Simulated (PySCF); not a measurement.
C3H4ClF.
Atom-mapped SMILES: `[F:1][C@@H:2]1[CH2:3][C@@H:4]1[Cl:5]`

Definitions: NICS(0) = −σiso at the ring centroid; NICS(1) = −σiso and NICS(1)zz = −σzz at ±1 Å along the ring normal z. Level: GIAO PBE0/pcSseg-1 (PySCF, non-relativistic, gas phase) on the GFN2-xTB geometry, one conformer.

Ring bond lengths (Å), with Mayer bond orders in brackets: C2–C3 1.496 (0.95), C3–C4 1.502 (0.92), C4–C2 1.499 (0.89).

Problem. Give the NICS values of each ring in ppm.

Solution. 
```tsv
ring	type	NICS(0)	NICS(1), two faces	NICS(1)zz, two faces	rms pucker (Å)	centre to ring atoms, mean (Å)
C2–C3–C4	3-membered carbocycle; formal bonds all single	-36.1	-10.0 / -6.1	-24.3 / -10.9	0.00	0.87
```

Problem. What can be read from them?

Solution. 
- C2–C3–C4: mean NICS(1)zz -17.6 ppm, shielded. C2, C3, C4 have four or more neighbours, and the NICS criterion for π rings isn't applied. A hydrogen on C3, outside the ring, lies only 1.43 Å from a NICS(1) probe, which then mostly feels that atom. The two faces differ by 13.4 ppm, so no symmetry operation interchanges them. NICS(0) lies 28 ppm below the mean NICS(1).

Problem. At the first NICS(1) probe listed for ring C2–C3–C4, 1 Å off the ring, how large is the induced field along the normal in 14.1 T applied along it?

Solution. NICSzz × B0 = -24.3 ppm × 14.1 T = -343 μT, against the applied field.

Problem. List the ring angles and the Hirshfeld charges of the ring atoms.

Solution. 
- C2–C3–C4: C2 60.2° (+0.046 e), C3 60.0° (-0.099 e), C4 59.8° (-0.025 e); sum 180.0° against 180° for a flat convex ring.

Problem. What are the shieldings of the ring atoms and their hydrogens in the same run (means over atoms taken as equivalent)?

Solution. 
```json
{"atoms": "C2", "environment": "sp3 C–F carbon", "σ isotropic (ppm)": "114.1", "principal values of the symmetric part, first atom (ppm)": "61.8, 89.2, 191.1"}
{"atoms": "C3", "environment": "three-membered-ring carbon", "σ isotropic (ppm)": "169.7", "principal values of the symmetric part, first atom (ppm)": "140.7, 162.3, 206.0"}
{"atoms": "C4", "environment": "sp3 C–Cl carbon", "σ isotropic (ppm)": "149.1", "principal values of the symmetric part, first atom (ppm)": "111.8, 130.6, 204.9"}
{"atoms": "H on C2", "environment": "methine hydrogen", "σ isotropic (ppm)": "27.22", "principal values of the symmetric part, first atom (ppm)": "21.8, 26.3, 33.5"}
{"atoms": "H on C3", "environment": "methylene hydrogen", "σ isotropic (ppm)": "30.69", "principal values of the symmetric part, first atom (ppm)": "25.5, 29.3, 37.4"}
{"atoms": "H on C3", "environment": "methylene hydrogen", "σ isotropic (ppm)": "30.69", "principal values of the symmetric part, first atom (ppm)": "25.4, 26.3, 40.4"}
{"atoms": "H on C4", "environment": "methine hydrogen", "σ isotropic (ppm)": "28.89", "principal values of the symmetric part, first atom (ppm)": "21.4, 27.3, 38.0"}
```
